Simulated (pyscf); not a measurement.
**Routes from HO–GeH₂–F + H•**

Candidate steps break at most two bonds and form at most two. Each was searched with GFN2-xTB (tblite) first. Single points on ωB97X-D3(BJ)/def2-SVP structures (PySCF, gas phase). Energies: ωB97M-D3(BJ)/def2-TZVP, kcal/mol, from the separated reactants, doublet surface; ΔG‡ with ideal gas, 1 atm, RRHO with modes under 100 cm⁻¹ raised to 100, one conformer, R ln 2 for chiral ones without a mode under 150 cm⁻¹.

```tsv
products	type	ΔE‡	ΔE	ΔG‡ 298 K	ΔG‡ 900 K	ν‡ (cm⁻¹)
HO–GeH₂–F + H•	substitution at Ge	15.1	0.0	22.3	37.7	562i
F–GeH₂• + H₂O	substitution at O	18.5	-13.8	24.6	38.5	1798i
```

Row 2: On the product side the descent ends in a complex (not fully relaxed), 5.5 kcal/mol under the separated species and 37.3 kcal/mol under the saddle at ωB97X-D3(BJ)/def2-TZVP. 

Plain bond fissions and candidates not yet searched are not listed, and one of them may be faster. Each barrier is that of the saddle found; lower ones may exist. Elements up to Kr have no core potential and no relativistic terms here.
